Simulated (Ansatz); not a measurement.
Energy needed to pull apart C3HCl (SMILES ClC1=C=C1), closed shell, into free ground-state atoms, from the structure below (displaced at random from a GFN2-xTB minimum); no zero-point or spin–orbit terms; open-shell atoms are treated unrestricted, in their ground-state multiplicity.

| atom | x (Å) | y (Å) | z (Å) |
| --- | --- | --- | --- |
| Cl1 | -2.1584 | -0.0079 | -0.0896 |
| C2 | -0.4425 | 0.2771 | -0.1247 |
| C3 | 0.6481 | 1.1227 | -0.4491 |
| C4 | 0.7018 | -0.1977 | 0.0768 |
| H5 | 1.2068 | -1.0825 | 0.4314 |

Program: Ansatz 0.2.0. Basis: def2-TZVPP. Cores are frozen in the correlated methods.

```tsv
method	atomization energy (eV)
PBE-D4	22.55
BLYP-D4	21.37
r2SCAN-D4	21.48
B97M-V	21.58
PBE0-D4	21.81
wB97M-V	21.46
HF	?
MP2	?
CCSD	19.81
CCSD(T)	20.40
```

Q: What does HF give? (To be estimated.)

A: Computed: 14.46 eV, which is about 5.94 eV less than CCSD(T)/def2-TZVPP.

Q: What does MP2 give? (To be estimated.)

A: By the calculation: 21.35 eV, which is about 0.95 eV more than CCSD(T)/def2-TZVPP.

In triple zeta the MP2 and coupled-cluster atomization energies are still short of their basis limit by a few kcal/mol a bond, whereas those of the functionals are nearly converged, so these differences are not deviations from converged CCSD(T).

The T1 diagnostic stays at or below 0.013.

For scale, one of the runs: CCSD(T)/def2-TZVPP forces, 149 basis functions (an equivalent command: `ansatz run in.yaml --threads 4`). The run took 45 s on 4 CPU threads (shared host), with 1.7 GiB of host memory at its peak.
